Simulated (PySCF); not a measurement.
Magnetisability: SMILES O(C=C)C1CC1, C$_{5}$H$_{8}$O

Molfile (atoms numbered from 1):
```
C5H8O
     RDKit          3D

 14 14  0  0  0  0  0  0  0  0999 V2000
    2.1873    0.1640    0.2391 C   0  0  0  0  0  0  0  0  0  0  0  0
    1.4756   -0.5604   -0.6086 C   0  0  0  0  0  0  0  0  0  0  0  0
    0.1654   -0.9047   -0.5259 O   0  0  0  0  0  0  0  0  0  0  0  0
   -0.5345   -0.4936    0.6104 C   0  0  0  0  0  0  0  0  0  0  0  0
   -1.9944   -0.2236    0.4399 C   0  0  0  0  0  0  0  0  0  0  0  0
   -1.0503    0.9139    0.6995 C   0  0  0  0  0  0  0  0  0  0  0  0
    3.2251    0.3559    0.0443 H   0  0  0  0  0  0  0  0  0  0  0  0
    1.7720    0.5886    1.1351 H   0  0  0  0  0  0  0  0  0  0  0  0
    1.9003   -0.9781   -1.5118 H   0  0  0  0  0  0  0  0  0  0  0  0
   -0.1920   -0.9757    1.5233 H   0  0  0  0  0  0  0  0  0  0  0  0
   -2.6673   -0.5346    1.2236 H   0  0  0  0  0  0  0  0  0  0  0  0
   -2.3963   -0.3237   -0.5558 H   0  0  0  0  0  0  0  0  0  0  0  0
   -0.8254    1.5776   -0.1211 H   0  0  0  0  0  0  0  0  0  0  0  0
   -1.0663    1.3938    1.6660 H   0  0  0  0  0  0  0  0  0  0  0  0
  1  2  2  0
  2  3  1  0
  3  4  1  0
  4  5  1  0
  5  6  1  0
  6  4  1  0
  1  7  1  0
  1  8  1  0
  2  9  1  0
  4 10  1  0
  5 11  1  0
  5 12  1  0
  6 13  1  0
  6 14  1  0
M  END
```

Computed, not measured: PySCF, GIAO B3LYP/6-311G** magnetisability, rotational g tensor and spin-rotation constants, non-relativistic, gas phase. Geometry: GFN2-xTB.

Task: How diamagnetic is it, and how anisotropic?

Result: Isotropic -1024 × 10⁻³⁰ J/T², or -61.7 × 10⁻⁶ cm³/mol; principal values -1126, -1012, -934 × 10⁻³⁰ J/T², anisotropy 167 × 10⁻³⁰ J/T² (root of half the summed squared differences of the principal values). The susceptibility is in cgs units.

Task: Split it along the inertial axes a, b, c into diamagnetic and paramagnetic parts about the centre of mass, with the quadrupole moment.

Result: 
```csv
axis,χ (10⁻⁶ cm³/mol),diamagnetic (10⁻⁶ cm³/mol),paramagnetic (10⁻⁶ cm³/mol),summed x² of all electrons (Å²),quadrupole Θ (D Å)
a,-58.2,-222.8,164.6,118.1,+2.43
b,-59.9,-570.1,510.2,36.2,-1.64
c,-66.8,-654.9,588.0,16.3,-0.79
```
Anisotropies 2χaa − χbb − χcc = +10.4 and 2χbb − χaa − χcc = +5.2 × 10⁻⁶ cm³/mol. Θ is traceless in Buckingham's convention.

Task: And the rotational g tensor?

Result: 
| axis | rotational constant (GHz) | g | nuclear part | electronic part |
| --- | --- | --- | --- | --- |
| a | 8.8079 | -0.0317 | 0.6495 | -0.6812 |
| b | 2.5224 | -0.0042 | 0.6004 | -0.6046 |
| c | 2.1465 | +0.0029 | 0.5959 | -0.5930 |

Asymmetric top; isotopes 12C, 1H, 16O; no vibrational averaging.
